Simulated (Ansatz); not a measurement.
The first iterations of a band of AlClH2 + H2 (6 atoms, charge 0, multiplicity 1).

The calculation used Ansatz 0.2.0, RKS r2SCAN-D4/def2-mTZVP.

```json
{
  "movable images": "5",
  "climbing image": "yes",
  "spring": "5.0 eV/Å²",
  "optimiser": "quadratic models (default)",
  "start path": "through a guess of the saddle point",
  "force threshold": "0.03 eV/Å",
  "iteration limit": "60",
  "end points": "relaxed"
}
```

First end point:

```xyz
6
Properties=species:S:1:pos:R:3
Al 0.001 0.200 0.210
Cl -0.017 0.880 2.209
H 1.402 0.066 -0.500
H -1.390 -0.020 -0.497
H 0.082 -2.292 0.510
H 0.068 -2.100 1.233
```

Last end point:

```xyz
6
Properties=species:S:1:pos:R:3
Al 0.021 -0.440 -0.339
Cl 0.009 -0.066 2.300
H 1.375 0.342 -0.627
H -1.379 0.255 -0.627
H 0.070 -2.020 -0.109
H 0.048 -1.337 2.568
```

| iteration | highest image above the first end (eV) | largest band force component (eV/Å) |
| --- | --- | --- |
| 1 | 2.166 | 2.734 |
| 2 | 1.645 | 1.307 |

Does the band converge within its limit, and where does its top end?

The forces met the threshold. It ended after 7 iterations with the highest image 1.523 eV above the first end. A vibrational analysis at the climbing image gives one clearly imaginary mode, 419i cm⁻¹: a first-order saddle point. The orbitals stay closed-shell, which can raise the energy where a bond breaks towards radicals; this wasn't checked here.

The run took 89 s on 1 thread of Arm Neoverse V1 (shared host), peak memory 0.11 GiB.
